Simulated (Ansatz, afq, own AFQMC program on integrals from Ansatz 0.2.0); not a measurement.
AFQMC on a folder of integrals that Ansatz 0.2.0 wrote.

```yaml
crystal:
  periodic: [false, false, false]
  atoms:
    - {symbol: Ge, position_ang: [0.000000, 0.000000, 2.698458]}
    - {symbol: N, position_ang: [0.000000, 0.000000, -0.503542]}
    - {symbol: H, position_ang: [0.000000, 0.830871, -1.097458]}
    - {symbol: H, position_ang: [0.000000, -0.830871, -1.097458]}
basis:
  gaussian: {orbitals: cc-pVDZ}
magnetization: {spin_polarized: true, initial_magnetization: 3}
correlation: {method: ccsd_t, electrons: outside_noble_gas, hamiltonian_folder: ham}
```

```sh
$ ansatz run in.yaml --threads 1 --pin off --events-out ev --progress --plain --max-ram 1382MiB
```

afq runs on the folder ham with

```
--method phaseless --trial hf --walkers 120 --populations 1 --least-time 40 --time-step 0.005 --steps-per-block 20 --equilibration-blocks 160 --max-blocks 600 --target-error 0.002400 --factor-cut 1e-05 --start spin_pure --seed 4297 --taylor-order 6
```

Times are imaginary, in 1/Eh. The walk had a cap of 1161 s. Filled inner d shells are frozen with the cores.

afq prints:

```
orbitals 36  electrons 7 4  factors 254 of 553
reference energy -2130.86826678 Eh
CCSD correlation -0.21996522 Eh in 13 cycles, weight of the determinant in the CISD state 0.8981
energy of the start -2130.868623 Eh
 block  time / (1/Eh)  mean weight  energy / Eh
     1     0.100  1.0026  -2130.919068
     2     0.200  1.0034  -2130.954133
     3     0.300  0.9998  -2130.978304
     4     0.400  0.9983  -2130.995559
     5     0.500  1.0018  -2131.009681
     9     0.900  1.0015  -2131.081679
    43     4.300  0.9990  -2131.095224
    99     9.900  1.0001  -2131.066887
   155    15.500  1.0004  -2131.090679
   211    21.100  1.0008  -2131.116039
   267    26.700  0.9990  -2131.059037
   323    32.300  0.9998  -2131.067583
   379    37.900  1.0006  -2131.104566
   435    43.500  0.9989  -2131.073830
   491    49.100  0.9961  -2131.087444
   505    50.500  1.0011  -2131.119795
   547    54.700  1.0015  -2131.107601
blocks merged  error / Eh  count
     1  0.000772  400
     2  0.001004  200
     4  0.001262  100
     8  0.001449  50
    16  0.001637  25
    32  0.001992  12
energy -2131.089526 +/- 0.001637 Eh
(rows thinned)
```

The run passed its tests (sampling time, drift between the halves within three errors, error under three times the target), which doesn't prove that it has relaxed. The second half of the sampling lies below the first by 1.6 errors of their difference, so the energy may still be moving and its error bar be too small.

Against this walk (error 44.5 meV) on the same determinant: CCSD(T) 63.7 meV lower (within the noise), CCSDT(Q) 89.1 meV lower (within the noise), a separate phaseless walk with a CISD trial and standard settings 64.3 ± 45.8 meV lower (within the noise). The error is statistical and leaves out the bias of the constraint.

Cautions: constraint bias not in the error; no relativity below Rb; no spin-orbit coupling; inner d shell frozen; lower spins were not checked.

The walk took 3.4 min on 1 thread of Intel(R) Xeon(R) Platinum 8375C CPU @ 2.90GHz (Ice Lake), on a shared host. The log's last line is the phaseless energy.

CCSDT and higher add their correlation energy to the determinant of the CCSD(T) run, since their own runs factorise the integrals more tightly (a shift of under 2 meV). A walk keeps the symmetry of its determinant, which the program's search chose and which needn't be the lowest solution, so a lower state of the same spin and another symmetry isn't excluded.
